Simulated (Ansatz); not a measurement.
Results of PBEsol+SOC in Ansatz (PAW) for rhombohedral A7 Sb.

Run with plane-wave cutoff 520 eV, 16×16×16 k mesh, Fermi–Dirac smearing 0.05 eV, PAW data made under PBE.

Cell (relaxed at this level):

```yaml
crystal:
  lattice:
    - [3.89587, -2.16145, -0.02428]
    - [3.89587, 2.16145, -0.02428]
    - [2.71883, 0.00000, 3.52961]
  atoms:
    - { symbol: Sb, position: [0.23571, 0.23571, 0.23571] }
    - { symbol: Sb, position: [0.76429, 0.76429, 0.76429] }
```

Task: Give the computed bulk modulus and pressure derivative B′ of the bulk modulus.

Result: 
- bulk modulus: 41.2 GPa
- pressure derivative B′ of the bulk modulus: 6.2

The run finds no gap.

Measured, for comparison: bulk modulus 39.5 GPa (copied from a table, unchecked, extrapolated to 0 K and zero-point effects removed; as tabulated in Lejaeghere et al. (2013), arXiv:1204.2733). Computed (rounded) less measured: bulk modulus not scored (unchecked).

Note: the cell comes from a level without a dispersion term, which matters for the spacing of layers, chains or molecules; the bulk modulus comes from volumes at which shape and atoms were relaxed.

Computed values are for the static lattice.

Cost on a shared machine: around 70 core-minutes (rough).

Ansatz is a program for electronic structure.
